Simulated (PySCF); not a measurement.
Compound: C₂F₃N.
Numbering: `[C-:1]#[N+:2][C:3]([F:4])([F:5])[F:6]`

Method used: PBE0-D3(BJ)/def2-TZVP geometry optimisation, gas phase (PySCF 2.14.0).

Question: Give the optimised bond lengths and angles.

Answer: 
```json
{"bond": "C1≡N2", "length (Å)": "1.169", "order": "triple"}
{"bond": "N2–C3", "length (Å)": "1.402", "order": "single"}
{"bond": "C3–F4, C3–F5, C3–F6", "length (Å)": "1.323", "order": "single"}
```

Bonds in one row agree within 0.01 Å and their mean is given. Orders are formal, as drawn. A selection of angles:
```json
{"angle": "C1–N2–C3", "degrees": "179.8"}
{"angle": "N2–C3–F4", "degrees": "110.1"}
{"angle": "F4–C3–F5", "degrees": "108.8"}
```

The 2 C–N bonds span 1.169 Å (C1≡N2, drawn triple) to 1.402 Å (N2–C3, drawn single), a spread of 0.233 Å. All 3 C–F bonds measure 1.323 Å.

Point group: C3v (tolerance 0.08 Å). Stationary, but not proved a minimum.
